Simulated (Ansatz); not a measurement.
A geometry relaxed with B3LYP-D3(BJ)/def2-TZVP in Ansatz (a quantum-chemistry and plane-wave program), charge 0, multiplicity 1:

```xyz
6

F     -0.9773     1.4228    -0.0715
C     -0.6022     0.1320     0.0260
H      1.4568     0.4883    -0.1375
C      0.6621    -0.2353    -0.0196
H      0.9147    -1.2821     0.0620
H     -1.4541    -0.5257     0.1406
```

**Question.** Write the SMILES of this molecule.

**Answer.** `C=CF`
